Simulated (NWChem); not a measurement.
Total energies of acetamide (C₂H₅NO)

```
C
O 1 1.2158
N 1 1.3688 2 122.28
H 3 1.0106 1 122.82 2 179.25
H 3 1.0131 4 118.94 1 177.90
C 1 1.5228 2 122.89 3 178.90
H 6 1.0968 1 108.68 2 15.26
H 6 1.1015 7 109.67 1 -122.85
H 6 1.1027 7 108.59 8 -117.65
```
Charge 0, spin multiplicity 1.

Program: NWChem. The geometry was optimised at B3LYP/def2-SVP, a minimum by its harmonic frequencies. It is one conformer; others weren't searched.

Basis set: 6-31G* (66 functions).

| method | total energy (Ha) |
|---|---|
| RHF | -207.97266 |
| MP2 | -208.56073 |
| B2PLYP | -208.98591 |
| PBE | -208.95692 |
| B3LYP | -209.20794 |
| BHandHLYP | -209.08535 |
| CCSD(T) | -208.60805 |

Total energies of different functionals aren't comparable as a measure of quality: only differences taken within one method are. 

The correlated methods keep 4 core orbitals frozen. B3LYP has NWChem's definition, with VWN1-RPA local correlation. The Pople sets run with spherical d functions. Coupled-cluster values serve here as a point of comparison, not as the truth.
